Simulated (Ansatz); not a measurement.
Relaxation of C3H6N2 (11 atoms, charge 0, multiplicity 1), to a largest force component of 0.015 eV/Å in at most 40 steps.

The calculation used RKS PBE0-D4/def2-SVP in Ansatz.

```xyz
11
Properties=species:S:1:pos:R:3:forces:R:3
C -1.104 0.610 -0.086 -1.93 2.79 -1.23
N -0.219 -0.444 -0.080 -2.40 -0.08 -1.99
C 0.383 -0.789 1.045 4.85 -0.45 0.79
N 1.662 -0.755 0.565 -1.89 -0.81 1.93
C 1.055 -0.310 -0.713 0.64 0.27 2.36
H -0.715 1.585 0.319 0.22 -0.41 -0.02
H -1.443 0.864 -1.120 0.12 -0.29 0.40
H -2.005 0.418 0.478 -0.61 -0.39 0.42
H -0.084 -0.971 2.056 0.66 0.04 -0.92
H 1.340 0.722 -0.932 -0.04 0.22 -0.31
H 1.196 -0.987 -1.512 0.38 -0.88 -1.40
```

Question: Where does it end, and by what steps?

Answer: It converged. After 8 steps the energy has fallen by 0.644 eV; H6 moved furthest, 0.19 Å.

```tsv
step	energy less start (eV)	largest force component (eV/Å)	accepted
0	0.0000	4.852	yes
1	-0.5222	2.287	yes
2	-0.6191	0.584	yes
3	-0.6389	0.227	yes
4	-0.6382	0.359	no
5	-0.6430	0.051	yes
6	-0.6438	0.065	yes
7	-0.6439	0.075	yes
8	-0.6442	0.014	yes
```

```xyz
11
Properties=species:S:1:pos:R:3
C -1.209 0.707 -0.120
N -0.236 -0.347 -0.065
C 0.450 -0.801 1.049
N 1.651 -0.915 0.585
C 1.116 -0.328 -0.653
H -0.819 1.694 0.197
H -1.600 0.803 -1.144
H -2.058 0.450 0.532
H 0.043 -1.044 2.040
H 1.498 0.687 -0.851
H 1.230 -0.961 -1.548
```

Time of the run: 14 s on 2 threads of INTEL(R) XEON(R) PLATINUM 8581C CPU @ 2.30GHz (Emerald Rapids) (shared host), peak memory 0.23 GiB.
